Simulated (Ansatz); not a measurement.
Relaxation of ClH6NSi (9 atoms, charge 0, multiplicity 1), to a largest force component of 0.03 eV/Å in at most 50 steps.

Theory: RKS PBE-D4/def2-SVP in Ansatz.

```xyz
9
Properties=species:S:1:pos:R:3
Si 0.016 -0.626 -0.213
H 0.526 0.657 2.072
H 1.088 0.395 -0.422
H -1.240 -0.083 0.392
Cl -0.518 -1.338 -2.117
N 0.674 -1.909 0.841
H 0.023 -2.675 1.035
H 1.555 -2.319 0.519
H 0.710 -0.041 2.125
```

Q: Where does it end, and by what steps?

A: The forces met the threshold. The force dipped under the threshold on the way, but the program's further checks kept it going. After 19 steps the energy has fallen by 0.242 eV; H2 moved furthest, 1.51 Å.

```tsv
step	energy less start (eV)	largest force component (eV/Å)	accepted
0	0.0000	1.959	yes
1	-0.1401	0.488	yes
2	-0.1886	0.327	yes
3	-0.2092	0.263	yes
4	-0.2188	0.284	yes
5	-0.2211	0.270	yes
6	-0.2236	0.220	yes
7	-0.2304	0.189	yes
8	-0.2325	0.303	yes
9	-0.2357	0.112	yes
10	-0.2357	0.113	no
11	-0.2365	0.032	yes
12	-0.2377	0.008	yes
13	-0.2395	0.117	yes
14	-0.2399	0.161	yes
15	-0.2410	0.133	yes
16	-0.2416	0.036	yes
17	-0.2419	0.005	yes
18	-0.2420	0.012	yes
19	-0.2421	0.013	yes
```

```xyz
9
Properties=species:S:1:pos:R:3
Si -0.129 -0.739 -0.704
H 1.095 0.297 3.427
H 0.842 0.316 -1.134
H -1.469 -0.193 -0.324
Cl -0.438 -1.983 -2.369
N 0.534 -1.524 0.693
H -0.047 -2.190 1.210
H 1.504 -1.849 0.667
H 0.944 -0.074 2.766
```

Run time: 39 s on 1 thread of Arm Neoverse V2, with other jobs on the host, peak memory 0.12 GiB.
